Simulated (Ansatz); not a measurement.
BiOBr (P4/nmm, No. 129)

These are G0W0@PBEsol+SOC (hard PAW, contour deformation, complete-basis limit, spin–orbit shift from PBEsol; Ansatz, a quantum-chemistry and plane-wave program) values and carry that method's errors.

Settings: largest k mesh 6×6×4 (not extrapolated in the mesh).

Cell: measured lattice: a = b = 3.9160 Å, c = 8.0770 Å, α = β = γ = 90.00°.

```yaml
band_gap: 2.90 eV
```

Note: filled d or f shells below the valence bands can shift G0W0 gaps through exchange with them, which wasn't tested here; spin–orbit coupling enters as the shift of the gap found with a semilocal functional; cell and atoms aren't relaxed at this level.
